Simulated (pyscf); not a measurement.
PySCF, gas phase, ωB97X-D3(BJ)/def2-SVP geometries.

**Question.** What is the homolytic dissociation enthalpy (298 K, ωB97M-D3(BJ)/def2-TZVP) of the C–Zr bond of H₃C–Zr(Cl)(Cl)–Cl (SMILES [CH3][Zr]([Cl])([Cl])[Cl]), to CH₃• + [Cl–Zr(Cl)–Cl]•?

**Answer.** C–Zr to CH₃• + [Cl–Zr(Cl)–Cl]•: 69.1 kcal/mol. The 7 functionals that were run give +66.3 (r²SCAN) to +73.5 kcal/mol (ωB97X-D3(BJ)). The radicals are drawn with the spin at the cut bond; how far it spreads was not checked. Open-shell species with a d-block atom are single-reference here; other states, and whether the spin sits on metal or ligand, were not checked. Elements past Kr carry the def2 core potentials, without spin-orbit coupling.
